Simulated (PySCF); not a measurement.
# C3H9PS: the cost of one run

Programs: PySCF 2.14.0, with density-fitted response routines of our own. Each step states its level of theory. These are calculated values for one molecule in the gas phase, unless marked as measured. Atoms are numbered from 0 throughout.

### Step 1. Starting geometry

14 atoms, charge 0, multiplicity 1; geometry from: GFN2-xTB. The atoms were then displaced at random by about 0.01 Å, so the start is not that level's minimum.

Bonds of the start (Å): C0–P1 1.81, P1–C2 1.83, P1–C3 1.81, P1–S4 1.93, C0–H5 1.09, C0–H6 1.10, C0–H7 1.11, C2–H8 1.10, C2–H9 1.06, C2–H10 1.10, C3–H11 1.08, C3–H12 1.14, C3–H13 1.07.

### Step 2. Relaxing the molecule at PBE0-D3(BJ)/def2-SVP

Job settings and geometry (Å):

```
{"job": {"xc": "PBE0", "basis": "def2-SVP", "d3": "d3bj", "grid": 1, "shake": 0.01, "kind": "geom"}, "charge": 0, "multiplicity": 1}
C     -0.651200     1.474170    -0.343440
P      0.153500     0.131240     0.560150
C      1.535180    -0.341940    -0.543220
C     -0.981350    -1.269060     0.414480
S      0.672190     0.568490     2.369250
H     -0.942750     1.207330    -1.361220
H     -1.555930     1.782800     0.205380
H      0.021070     2.357640    -0.379810
H      2.052660    -1.197230    -0.076900
H      1.210850    -0.579540    -1.529050
H      2.251990     0.486460    -0.558480
H     -1.266510    -1.472170    -0.612160
H     -1.939610    -1.016570     0.975790
H     -0.567240    -2.146690     0.871470
```

Started as:

```console
> OMP_NUM_THREADS=1 python probes_run.py task.json out
```

One launch serves the whole session: the jobs run in the order shown.

**Question.** How long does this first job take on 1 thread of Arm Neoverse V1, shared host, and how much memory does it need?

About 57 s, with a peak of 0.51 GiB.
